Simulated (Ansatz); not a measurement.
# C3H4FN: basis-set convergence

The task here is to estimate one member of a computed series from the others.

Program: Ansatz 0.2.0, Gaussian basis. Level of theory: one geometry, several basis sets. These are calculated values, not measurements.

The runs, in order: PBE0-D4/def2-SVP; ωB97M-V/def2-SVP; PBE0-D4/def2-QZVPP; ωB97M-V/def2-QZVPP; the functionals' def2-TZVPP values are taken from earlier runs.

### Structure used throughout

All runs share one geometry, relaxed beforehand with PBE0-D4 in a triple-zeta def2 set.

SMILES `N=C=CCF`, 9 atoms, charge 0, spin multiplicity 1.

Atoms are counted from 1 here; the program's logs count them from 0.

Bond lengths: N1–C2 1.217 Å, N1–H6 1.018 Å, C2–C3 1.307 Å, C3–C4 1.495 Å, C3–H7 1.084 Å, C4–F5 1.377 Å, C4–H8 1.096 Å, C4–H9 1.096 Å. Angles: C2–N1–H6 116.0°, N1–C2–C3 174.7°, C2–C3–C4 123.3°, C2–C3–H7 118.3°, C4–C3–H7 118.3°, C3–C4–F5 110.9°, C3–C4–H8 110.6°, C3–C4–H9 111.2°, F5–C4–H8 108.0°, F5–C4–H9 107.6°, H8–C4–H9 108.4°.

Coordinates:

```mol
C3H4FN
  3D, bonds by distance, orders not assigned

  9  8  0  0  0  0  0  0  0  0999 V2000
    0.4457    2.0981   -0.8644 N   0  0
    0.4863    0.9256   -0.5402 C   0  0
    0.5893   -0.2978   -0.0931 C   0  0
   -0.4648   -0.9618    0.7332 C   0  0
   -1.6069   -0.1943    0.7822 F   0  0
    0.0129    2.2986   -1.7642 H   0  0
    1.4790   -0.8643   -0.3441 H   0  0
   -0.7292   -1.9370    0.3094 H   0  0
   -0.1239   -1.1136    1.7641 H   0  0
  1  2  8  0
  2  3  8  0
  3  4  8  0
  4  5  8  0
  1  6  8  0
  3  7  8  0
  4  8  8  0
  4  9  8  0
M  END
```

The first run:

Input file in.yaml:

```yaml
crystal:
  periodic: [false, false, false]
  atoms:
    - {symbol: N, position_ang: [0.445670, 2.098117, -0.864396]}
    - {symbol: C, position_ang: [0.486303, 0.925603, -0.540221]}
    - {symbol: C, position_ang: [0.589305, -0.297776, -0.093149]}
    - {symbol: C, position_ang: [-0.464773, -0.961781, 0.733231]}
    - {symbol: F, position_ang: [-1.606904, -0.194251, 0.782178]}
    - {symbol: H, position_ang: [0.012851, 2.298554, -1.764178]}
    - {symbol: H, position_ang: [1.479035, -0.864272, -0.344117]}
    - {symbol: H, position_ang: [-0.729204, -1.936976, 0.309423]}
    - {symbol: H, position_ang: [-0.123883, -1.113619, 1.764130]}
basis:
  gaussian: {orbitals: def2-SVP}
hamiltonian: {xc: pbe0, dispersion: d4}
output: {orbitals: {seedname: orbitals}}
```

Command:

```
$ ansatz run in.yaml --threads 2 --pin off --events-out ev --progress --plain --max-ram 4352MiB
```

Among the steps run: PBE0-D4 in def2-SVP; ωB97M-V in def2-SVP; PBE0-D4 in def2-QZVPP; ωB97M-V in def2-QZVPP.

One table of the session follows, with a row left open; its other results are not shown here.

It belongs to the step «Density functionals: the series». 

```
functional       basis  HOMO (eV)  LUMO (eV)
   PBE0-D4    def2-SVP      -6.63      -0.08
   PBE0-D4  def2-TZVPP      -6.78      -0.28
   PBE0-D4  def2-QZVPP      -6.81      -0.38
   ωB97M-V    def2-SVP          ?          ?
   ωB97M-V  def2-TZVPP      -8.97       1.90
   ωB97M-V  def2-QZVPP      -9.00       1.55
```

Estimate the missing values for ωB97M-V, def2-SVP.

**Answer.** HOMO (eV): -8.79; LUMO (eV): 2.21. In the column «HOMO (eV)» it lies between ωB97M-V, def2-TZVPP (-8.97) and PBE0-D4, def2-QZVPP (-6.81).
